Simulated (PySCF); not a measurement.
Difluoroborane, BF2H.
SMILES with atom numbers: `[F:1][BH:2][F:3]` (hydrogens: H4 on B2)

Geometry (PBE0-D3(BJ)/def2-SVP, Å), atoms numbered from 1 in this order:
```xyz
4
BF2H angstrom
F     -0.642   -1.118   -0.008
B      0.043    0.002   -0.012
F     -0.625    1.132    0.003
H      1.245   -0.006   -0.028
```

Computed with core-valence-separated Tamm–Dancoff BHandHLYP/aug-pcX-1 (pcseg-1 on H) in PySCF, non-relativistic, gas phase, PBE0-D3(BJ)/def2-SVP geometry. No shift to experiment was applied.

**Question.** Give energies, oscillator strengths and core holes at the F K edge.

**Answer.** 
```tsv
E (eV)	f	core hole on	main final orbital	polarisation
684.76	0.0374	F1/F3	LUMO (2 roots, f summed)	out of plane
686.97	0.0010	F1/F3	LUMO+1 (2 roots, f summed)	in plane
688.05	0.0091	F1/F3	LUMO+3 (2 roots, f summed)	in plane
688.46	0.0011	F1/F3	LUMO+2 (2 roots, f summed)	in plane
688.76	0.0002	F1/F3	LUMO+4 (2 roots, f summed)	–
```

The first line with a tenth or more of the strongest one's intensity is at 684.76 eV (f = 0.037, sum of 2), with the hole on F1/F3 (boron-bound fluorine), polarised out of plane. It is also the strongest listed.

**Question.** Give energies, oscillator strengths and core holes at the B K edge.

**Answer.** 
```
E (eV)       f  core hole on  main final orbital  polarisation
189.36  0.0975            B2         LUMO (60 %)  out of plane
193.76  0.0060            B2       LUMO+1 (88 %)      in plane
194.32  0.0120            B2       LUMO+2 (82 %)      in plane
194.54  0.0066            B2       LUMO+3 (86 %)      in plane
194.98  0.0082            B2       LUMO+4 (56 %)  out of plane
196.37  0.0020            B2       LUMO+5 (72 %)      in plane
197.02  0.0209            B2       LUMO+7 (58 %)      in plane
```

The first line with a tenth or more of the strongest one's intensity is at 189.36 eV (f = 0.098), with the hole on B2 (three-coordinate boron), polarised out of plane. It is also the strongest listed.

Roots within 0.03 eV whose holes lie on the same, on equivalent or on shared atoms are summed into one line, and the highest roots are left out, as the search may have cut off their partners. Final orbitals are the ground state's empty Kohn–Sham orbitals. A dash: too weak, shared between unlike atoms, or no plane or axis to refer to.

**Question.** What are the wavelength and the wavenumber of the 688.05 eV line?

**Answer.** λ = 12398.42 eV Å/688.05 eV = 18.020 Å; 5.5495 × 10⁶ cm⁻¹.

The ionisation thresholds weren't computed; near and above them a finite basis only mimics Rydberg series and continuum.
